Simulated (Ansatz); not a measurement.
How far each method lies from UCCSDT(Q) for Si2, quintet

Geometry: that of the Si2⁻, quartet, kept fixed. The triplet lies 1.2 eV lower here.

```yaml
atoms:
  - { symbol: Si, position_ang: [0.0000, 0.0000, 0.0000] }
  - { symbol: Si, position_ang: [0.0000, 0.0000, 2.3978] }
```

Basis aug-cc-pVDZ; Ansatz 0.2.0. Correlated methods freeze the noble-gas cores, which leaves 8 electrons in 44 orbitals. Prefix R: restricted or restricted open-shell reference; prefix U: unrestricted. Active spaces: valence = (8e, 8o) chosen from the atoms' valence shells.

Full CI isn't at hand for all of this; UCCSDT(Q) serves as the reference, and is uncertain by about the last step of the cluster series. The frozen core follows each run's orbitals, which can shift R against U totals by a few meV.

For open shells CISD is restricted-active-space CI with the open shells as a complete middle space.

The UHF ⟨S²⟩ is 6.011 and the T1 diagnostic (RCCSD) is 0.0200. The largest doubles amplitude (RCCSD) is 0.092. The T1 diagnostic (UCCSD) is 0.0170.

| level | E − E(RHF) (eV) |
| --- | --- |
| UHF | -0.0817 |
| RMP2 | -3.3695 |
| UMP2 | -3.3459 |
| RCCSD | -4.1983 |
| UCCSD | -4.2020 |
| RCCSD(T) | -4.3928 |
| UCCSD(T) | -4.3931 |

(1) Estimate how far UCCSDT(Q) in aug-cc-pVDZ lies from RCCSD(T). The table doesn't fix it; the size of (T) and the diagnostics are the guide.

(1) UCCSDT(Q) in aug-cc-pVDZ lies 61 meV below RCCSD(T), which is 31 % of the (T) step (-194 meV). The diagnostics give no warning, yet the rest is a sizeable part of (T). The miss exceeds 1 kcal/mol.

The other levels:

```csv
level,E − E(UCCSDT(Q)) (meV),share of correlation (%),wall time
CISD,426,90.44,7.5 s
BCCD(T),60,98.65,3.2 s
RCCSDT,15,99.65,–
UCCSDT,15,99.67,–
RCCSDT(Q),1,99.99,25 s
CASSCF (valence space),3344,24.91,–
NEVPT2 (valence space),820,81.58,1.9 s
MRCISD (valence space),280,93.71,–
MRCISD+Q (valence space),-19,100.42,3 s
```

The correlation energy at UCCSDT(Q), counted from RHF, is -4.454 eV. That run took 23 s on 1 thread of Arm Neoverse V2, shared host.

Times hold each run's SCF and search for its determinant on a shared host, so for small cases they say little of a method's own cost; they ran on 1 thread of Arm Neoverse V2.

Natural occupations of CASSCF (valence space) about the gap: 1.981 1.929 1.018 1.002 0.999 0.975 0.061 0.035; effectively unpaired electrons, Σ n²(2−n)², 4.04.
